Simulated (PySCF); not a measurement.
**How far are cheaper levels from CCSD(T)/CBS for AlH?**

PySCF; the state is a singlet (closed shell). The composite is CCSD(T) extrapolated to the basis-set limit from two correlation-consistent sets, with core-valence (CV) and scalar-relativistic (SR) terms as its label shows; it has no spin–orbit coupling and nothing beyond (T). Here it is CCSD(T)/CBS(TQ)+CV+SR. It gives Re = 1.647 Å, ωe = 1686 cm⁻¹ and De = 3.19 eV to Al + H.

```csv
level,basis,relativity,Re (Å),ωe (cm⁻¹),De (eV)
RHF-MP2,def2-TZVPPD,no relativity,1.646,1715,3.00
RHF-CCSD,def2-TZVPP,no relativity,1.650,1689,3.13
RHF-CCSD,def2-TZVPPD,no relativity,1.651,1685,3.14
RHF-CCSD(T),x2c-SVPall,spin-free X2C,1.646,1727,3.03
PBEsol,x2c-SVPall,spin-free X2C,1.688,1585,3.09
r²SCAN,STO-3G,no relativity,1.599,2162,5.65
r²SCAN,def2-TZVPP,no relativity,1.661,1643,3.02
r²SCANh,cc-pV(D+d)Z/cc-pVDZ,no relativity,1.665,1643,2.98
PBE0,def2-SVP,no relativity,1.667,1659,2.99
PBE0,def2-TZVP,no relativity,1.665,1649,2.99
```

Give the difference of each row from the composite.



```json
{"level": "RHF-MP2", "basis": "def2-TZVPPD", "ΔRe (pm)": "-0.1", "Δωe (%)": "+1.7", "ΔDe (eV)": "-0.19"}
{"level": "RHF-CCSD", "basis": "def2-TZVPP", "ΔRe (pm)": "+0.3", "Δωe (%)": "+0.2", "ΔDe (eV)": "-0.06"}
{"level": "RHF-CCSD", "basis": "def2-TZVPPD", "ΔRe (pm)": "+0.4", "Δωe (%)": "-0.1", "ΔDe (eV)": "-0.05"}
{"level": "RHF-CCSD(T)", "basis": "x2c-SVPall", "ΔRe (pm)": "-0.1", "Δωe (%)": "+2.4", "ΔDe (eV)": "-0.16"}
{"level": "PBEsol", "basis": "x2c-SVPall", "ΔRe (pm)": "+4.1", "Δωe (%)": "-6.0", "ΔDe (eV)": "-0.10"}
{"level": "r²SCAN", "basis": "STO-3G", "ΔRe (pm)": "-4.8", "Δωe (%)": "+28.2", "ΔDe (eV)": "+2.46"}
{"level": "r²SCAN", "basis": "def2-TZVPP", "ΔRe (pm)": "+1.4", "Δωe (%)": "-2.6", "ΔDe (eV)": "-0.17"}
{"level": "r²SCANh", "basis": "cc-pV(D+d)Z/cc-pVDZ", "ΔRe (pm)": "+1.8", "Δωe (%)": "-2.6", "ΔDe (eV)": "-0.21"}
{"level": "PBE0", "basis": "def2-SVP", "ΔRe (pm)": "+2.0", "Δωe (%)": "-1.6", "ΔDe (eV)": "-0.20"}
{"level": "PBE0", "basis": "def2-TZVP", "ΔRe (pm)": "+1.8", "Δωe (%)": "-2.2", "ΔDe (eV)": "-0.20"}
```

Which rows come closest in De?

RHF-CCSD in def2-TZVPP (-0.06 eV); RHF-CCSD in def2-TZVPPD (-0.05 eV), counted from the composite.

Correlated steps freeze 5 core orbitals. Correlated levels converge slowly with the basis: in double zeta they bind strong bonds too weakly, by up to about 1 eV, and carry superposition errors of some tenths. Where the molecule has an RHF reference, its open-shell atoms are computed with UHF. STO-3G is very small, so such numbers show the basis as much as the molecule.
